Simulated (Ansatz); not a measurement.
Bond stretch in NH, triplet.

- UKS-PBE = unrestricted PBE/aug-cc-pVDZ run with Ansatz (a quantum-chemistry and plane-wave program)
- UKS-CAM-B3LYP = unrestricted CAM-B3LYP/aug-cc-pVDZ (Ansatz)
- FCI = full CI/aug-cc-pVDZ, frozen core in Ansatz

Energies relative to the lowest point of each curve near equilibrium, in kcal/mol; the last columns give the error against full CI:

```tsv
R / Å	UKS-PBE	UKS-CAM-B3LYP	FCI	UKS-PBE − FCI	UKS-CAM-B3LYP − FCI
0.83	35.0	33.0	34.5	0.5	-1.5
0.88	18.7	17.2	18.2	0.5	-1.0
0.93	8.5	7.4	8.1	0.4	-0.7
0.99	2.0	1.5	1.8	0.2	-0.3
1.00	1.4	1.0	1.2	0.2	-0.2
1.04	0.0	0.0	0.0	0.0	0.0
1.08	0.1	0.5	0.2	-0.2	0.2
1.09	0.3	0.8	0.5	-0.2	0.3
1.16	3.2	4.4	3.7	-0.5	0.7
1.19	5.1	6.7	5.7	-0.6	1.0
1.28	12.4	14.9	13.1	-0.7	1.8
1.40	24.0	27.7	24.4	-0.3	3.3
1.55	39.1	43.8	38.0	1.1	5.8
1.71	53.8	58.3	50.3	3.5	8.0
1.89	66.6	69.2	60.3	6.4	8.9
2.09	75.6	76.1	67.2	8.4	8.9
2.27	80.1	79.6	70.6	9.5	9.0
2.56	83.8	82.5	73.3	10.5	9.3
2.84	85.3	83.9	74.3	11.0	9.6
3.13	86.0	84.5	74.7	11.3	9.8
3.62	86.5	85.0	75.0	11.5	10.0
4.14	86.6	85.1	75.0	11.6	10.1
```

UKS-PBE is furthest from FCI at 4.14 (11.6 kcal/mol, above); its mean absolute error over the points is 4.0 kcal/mol.

UKS-CAM-B3LYP is furthest from FCI at 4.14 (10.1 kcal/mol, above); its mean absolute error over the points is 4.6 kcal/mol.

The unrestricted determinant behind UKS-PBE, UKS-CAM-B3LYP is spin-contaminated at 1.71 to 4.14 Å (<S²> up to 3.0, against 2.00 for a pure triplet).
